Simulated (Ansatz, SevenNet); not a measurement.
## How well does each level of theory give the equilibrium lattice constant a of wurtzite AgI?

Reference value: 4.591 Å (measured, temperature not stated, no zero-point or thermal correction; as tabulated in Wikipedia's data pages).

Question: What do SevenNet-0, LDA, PBE, PBE-D4, PBE0 give, and how far is each from the reference?

Answer: 
```tsv
level (code)	value (Å)	difference (%)
SevenNet-0 (SevenNet)	4.699	+2.35
LDA (Ansatz)	4.486	-2.29
PBE (Ansatz)	4.684	+2.03
PBE-D4 (Ansatz)	4.586	-0.11
PBE0 (Ansatz)	4.676	+1.85
```

The reference's temperature isn't stated, so close values are not ranked against it. Off by more than 1.25 % (a bound picked here): SevenNet-0 (+2.35 %), LDA (-2.29 %), PBE (+2.03 %), PBE0 (+1.85 %).

The reference has no zero-point or thermal correction, while the calculations are for a static lattice, so the differences are not the levels' errors alone. A static lattice is as a rule a little smaller than the measured one.  Cutoffs and k meshes differ between the levels. Ansatz's density-functional and Hartree–Fock values are scalar-relativistic unless marked +SOC, with PAW data made under PBE.

Machine-learned potentials (SevenNet-0) are trained on DFT data, which may include these solids.

Differences are worked out from the printed values.

Ansatz is a first-principles code.
